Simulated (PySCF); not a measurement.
Bond curve of AlN⁺

Set-up: basis Al aug-cc-pV(D+d)Z, N aug-cc-pVDZ; no relativity; PySCF 2.14. Energies in eV from Al⁺ + N in their ground configurations at the same level. State: ⁴Σ⁻ (quartet), unpaired electrons σ ↑, π ↑↑.

```json
{"R (Å)": "1.832", "PBE0": "-0.1306", "BP86": "-0.3591", "r²SCAN0": "-0.0575"}
{"R (Å)": "1.917", "PBE0": "-0.2659", "BP86": "-0.4986", "r²SCAN0": "-0.1995"}
{"R (Å)": "2.002", "PBE0": "-0.3266", "BP86": "-0.5535", "r²SCAN0": "-0.2699"}
{"R (Å)": "2.066", "PBE0": "-0.3431", "BP86": "-0.5596", "r²SCAN0": "-0.2938"}
{"R (Å)": "2.130", "PBE0": "-0.3448", "BP86": "-0.5469", "r²SCAN0": "-0.3022"}
{"R (Å)": "2.194", "PBE0": "-0.3378", "BP86": "-0.5226", "r²SCAN0": "-0.3005"}
{"R (Å)": "2.279", "PBE0": "-0.3213", "BP86": "-0.4808", "r²SCAN0": "-0.2890"}
{"R (Å)": "2.386", "PBE0": "-0.2962", "BP86": "-0.4240", "r²SCAN0": "-0.2675"}
{"R (Å)": "2.513", "PBE0": "-0.2652", "BP86": "-0.3594", "r²SCAN0": "-0.2386"}
{"R (Å)": "2.684", "PBE0": "-0.2259", "BP86": "-0.2863", "r²SCAN0": "-0.2014"}
```

Question: Put a parabola through the three lowest points of the PBE0 curve and estimate Re, k and ωe (reduced mass 9.219 u; 1 eV/Å² = 0.16022 mdyn/Å; ωe = 1302.8·√(k/μ) cm⁻¹).

Answer: Through R = 2.066, 2.13, 2.194 Å the second-order coefficient is 1.06 eV/Å², so Re ≈ 2.111 Å, k ≈ 0.340 mdyn/Å and ωe ≈ 250 cm⁻¹. A polynomial fit of higher order to the unrounded PBE0 energies gives Re = 2.107 Å, k = 0.411 mdyn/Å, ωe = 275 cm⁻¹; anharmonicity and rounding make the difference.

The higher-order fit for each curve: PBE0: Re = 2.107 Å, ωe = 275 cm⁻¹, De = 0.345 eV; BP86: Re = 2.051 Å, ωe = 386 cm⁻¹, De = 0.56 eV; r²SCAN0: Re = 2.148 Å, ωe = 251 cm⁻¹, De = 0.303 eV.

The bond is weak. Basis-set superposition, not corrected here, can be much of De in a small basis, most of all at correlated wavefunction levels. For an ion De counts to the pair picked by the measured ionisation energies or electron affinities, which need not be the lowest pair at this level. The state is the lowest determinant that a PBE0 search found; another state may lie lower at other levels.
